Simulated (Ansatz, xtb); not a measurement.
NO2S−: 3 structures ranked

3 gas-phase structures of NO2S−, found in a search over its isomers (lower ones may exist). Each was relaxed with GFN2-xTB; where two conformers were screened, the lower at r2SCAN-D4/def2-SVPD is listed:

A. `N#S(=O)[O-]`, a singlet
B. `O=NS[O-]`, a singlet
C. `O=[N+]([O-])[S-]`, a singlet

**Question.** Which do you expect lowest at r2SCAN-D4/def2-SVPD, and how would the others follow?

**Answer.** Calculated order at r2SCAN-D4/def2-SVPD: C (0.000), B (0.204), A (0.368) eV. CCSD(T)/def2-SVPD + ΔMP2/def2-TZVPPD after further relaxation puts B lowest instead.

Energies above the lowest of each column, in eV; the last columns are at BLYP-D3(BJ)/def2-SVPD geometries (a dash: not run or not comparable):

```
structure  GFN2-xTB  HF/STO-3G  r2SCAN-D4/def2-SVPD  BLYP-D3(BJ)/def2-SVPD  CCSD(T)/def2-SVPD + ΔMP2/def2-TZVPPD
        C     0.000      0.000                0.000                  0.000                                 0.247
        B     0.423      2.274                0.204                  0.019                                 0.000
        A     0.837      7.838                0.368                  0.612                                     –
```

CCSD(T)/def2-SVPD + ΔMP2/def2-TZVPPD puts B lowest of those it was run on; GFN2-xTB picks C, HF/STO-3G picks C, r2SCAN-D4/def2-SVPD picks C, BLYP-D3(BJ)/def2-SVPD picks C. CCSD(T)/def2-SVPD + ΔMP2/def2-TZVPPD orders those it was run on as B (0.000), C (0.247) eV. Flexible structures stand in one conformer each, not always the lowest. Frequencies (BLYP-D3(BJ)/def2-SVPD) were run for B, C alone. The ΔMP2 step shifts differences by up to 0.516 eV, which makes them less sure. Large T1 diagnostics make some coupled-cluster values less sure. ΔMP2 is the change of the MP2 energy from the smaller to the larger basis.

Programs: Ansatz 0.2.0, xtb 6.7.1.
